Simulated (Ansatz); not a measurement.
Consider the hydrogenolysis of a C–O bond: `CC(O)(F)CF` + H₂ → `CC(F)CF` + H₂O.

Isolated molecules relaxed with PBE0-D4/def2-TZVP in Ansatz; ΔE leaves out vibrations. CCSD(T)/CBS adds triple-zeta CCSD(T) − MP2 to the extrapolated MP2 energy (def2 sets, frozen cores). This one scheme is used for every species. DFT in def2-TZVPP. B3LYP here is the variant with VWN-RPA as its local correlation; programs differ in this. HSE06 is defined as in plane-wave codes. Each species was taken in one conformer, which may not be the lowest.

| level | ΔE (kJ/mol) | difference from CCSD(T)/CBS |
| --- | --- | --- |
| LDA (SPW92) | -30.5 | 21.6 |
| PBE-D4 | -43.6 | 8.5 |
| revPBE-D4 | -41.1 | 11.0 |
| BLYP-D4 | -43.8 | 8.3 |
| B97M-V | -44.2 | 7.9 |
| PBE0-D4 | -48.2 | 3.9 |
| B3LYP-D4 | -47.8 | 4.3 |
| r2SCANh-D4 | -41.1 | 11.0 |
| r2SCAN0-D4 | -44.2 | 7.9 |
| HSE06-D4 | -48.4 | 3.7 |
| CAM-B3LYP-D4 | -45.2 | 6.9 |
| ωB97X-V | -42.3 | 9.8 |
| B2PLYP | -51.4 | 0.7 |
| PBE-QIDH | -50.2 | 1.9 |
| PBE | -47.5 | 4.6 |
| revPBE | -54.1 | -2.0 |
| BLYP | -52.7 | -0.6 |
| r2SCAN | -39.8 | 12.3 |
| PBE0 | -51.5 | 0.6 |
| B3LYP | -54.1 | -2.0 |
| r2SCANh | -42.2 | 9.9 |
| r2SCAN0 | -45.3 | 6.8 |
| HSE06 | -51.5 | 0.6 |
| BHLYP | -55.2 | -3.1 |
| CAM-B3LYP | -48.5 | 3.6 |
| RPA@PBE/def2-TZVPP | -45.7 | 6.4 |
| HF/def2-SVP | -44.4 | 7.7 |
| MP2/def2-SVP | -26.2 | 25.9 |
| CCSD/def2-SVP | -31.2 | 20.9 |
| CCSD(T)/def2-SVP | -26.2 | 25.9 |
| HF/def2-TZVPP | -60.7 | -8.6 |
| SCS-MP2/def2-TZVPP | -51.1 | 1.0 |
| CCSD/def2-TZVPP | -52.8 | -0.7 |
| CCSD(T)/def2-TZVPP | -48.0 | 4.1 |
| HF/def2-QZVPP | -62.0 | -9.9 |
| MP2/def2-QZVPP | -51.9 | 0.2 |
| SCS-MP2/def2-QZVPP | -54.0 | -1.9 |
| HF/CBS(def2) | -62.2 | -10.1 |
| MP2/CBS(def2) | -53.3 | -1.2 |
| CCSD/CBS(def2) | -57.0 | -4.9 |
| CCSD(T)/CBS | -52.1 | 0 |

Largest T1 diagnostic among the species: 0.011.

The D4 term adds +6.3 kJ/mol with B3LYP and +3.3 kJ/mol with PBE0; it sums over pairs of atoms, weighted by their polarisabilities, and B3LYP, whose exchange is more repulsive, gets the larger term. At CCSD(T), def2-SVP lies +25.9 kJ/mol from the extrapolated value and def2-TZVPP +4.1 kJ/mol. In def2-TZVPP, CCSD(T) changes the Hartree–Fock value by +12.7 kJ/mol (the triples alone add +4.8 kJ/mol) and MP2 by +11.6 kJ/mol.
